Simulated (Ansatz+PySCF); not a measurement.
A calculation with PySCF 2.14.0.

```python
from pyscf import gto, scf, cc

mol = gto.M(atom="""
B 0.000000 0.000000 -0.849810
B 0.000000 0.000000 0.849810
""", basis='def2-svp', charge=0, spin=2)
mf = scf.UHF(mol)
mf.kernel()
mycc = cc.CCSD(mf, frozen=2).run()
et = mycc.ccsd_t()
print(mf.e_tot, mycc.e_corr, et, mycc.e_tot + et)
```

The script is written out from the run's settings.

Results

```yaml
Converged: yes
Reference_energy: -49.02938 hartree
CCSD_correlation_energy: -0.17089 hartree
Triples_correction: -0.01481 hartree
Total_energy: -49.21509 hartree
```

The reference isn't the lowest determinant (another lies 1.49 eV lower), but the same method gives a higher total on the lower determinant. Caution: large amplitudes, a single reference is doubtful.
